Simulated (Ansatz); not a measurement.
Antifluorite Mg2Sn, treated with LDA (Ansatz, an electronic-structure program, PAW).

Numerical settings: plane-wave cutoff 520 eV, 10×10×10 k mesh, Fermi–Dirac smearing 0.01 eV, scalar-relativistic PAW data made under PBE.

Energies at three volumes about the minimum:

```csv
V (Å³/atom),E − E_lowest (meV/atom)
24.154,1.50
24.647,0.00
25.140,1.39
```

Q: Fit a parabola by hand: where is the minimum, what lattice constant follows, and what is the bulk modulus?

A: Slopes: (0.00 − 1.50)/(24.647 − 24.154) = -3.043 and (1.39 − 0.00)/(25.140 − 24.647) = 2.819 meV/Å³. Curvature E″ = 2 × (2.819 − (-3.043))/(25.140 − 24.154) = 11.890 meV/Å⁶. From the middle of the first interval, the slope vanishes at V0 = 24.4005 − (-3.043)/11.890 = 24.656 Å³/atom. B = V0 E″ = 24.656 × 11.890 meV/Å³ × 0.1602 GPa per meV/Å³ = 47.0 GPa. With 12 atoms in the cube, a = (12 × 24.656)^(1/3) = 6.663 Å. The full Birch–Murnaghan fit to all volumes gives V0 = 24.647 Å³/atom and B0 = 46.8 GPa.

Measured, for comparison: lattice constant a 6.766 Å (temperature not stated, not corrected to a static lattice; as tabulated in Freccero, Grin, Wagner, Dalton Trans. (2023), ESI).

Note: this level leaves the solid without a gap, although one is measured.
